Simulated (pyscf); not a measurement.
Structures and frequencies: ωB97X-D3(BJ)/def2-SVP in PySCF. Correlated levels are frozen-core, on RHF or UHF. ΔMP2 is the change of the MP2 total energy from the triple- to the quadruple-zeta basis.

Q: What is the homolytic dissociation enthalpy (298 K, CCSD(T)/def2-TZVPP + ΔMP2(QZVPP)) of the H–Si bond of HO–SiH₂–SiH₃, to HO–SiH•–SiH₃ + H•?

A: H–Si to HO–SiH•–SiH₃ + H•: 3.89 eV. HO–SiH₂–SiH₃ lies 1.17 eV over its isomer H₃Si–O–SiH₃, and others may lie lower still (electronic energy, ωB97M-D3(BJ)). HO–SiH•–SiH₃ lies 0.99 eV over its isomer •H₂Si–O–SiH₃, and others may lie lower still (electronic energy, ωB97M-D3(BJ)). The CCSD(T) − MP2 part came from Ansatz, without density fitting, on the same reference.
